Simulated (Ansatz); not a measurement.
`[Cl][Mg][Cl]` at its PBE0-D4/def2-TZVP geometry, where that method's forces vanish. The species carries charge 0 and has multiplicity 1.

```xyz
3

Cl    0.6861    0.2797   -2.0387
Mg    0.0002   -0.0015   -0.0001
Cl   -0.6863   -0.2781    2.0388
```

(1) What forces (eV/Å) does PBE-D4/def2-TZVPP give on these atoms in Ansatz? (An estimate is asked.)

Results:

(1) The calculation gave: 
```
Cl1  0.053  0.021 -0.158
Mg2  0.000  0.001  0.000
Cl3 -0.053 -0.022  0.158
```
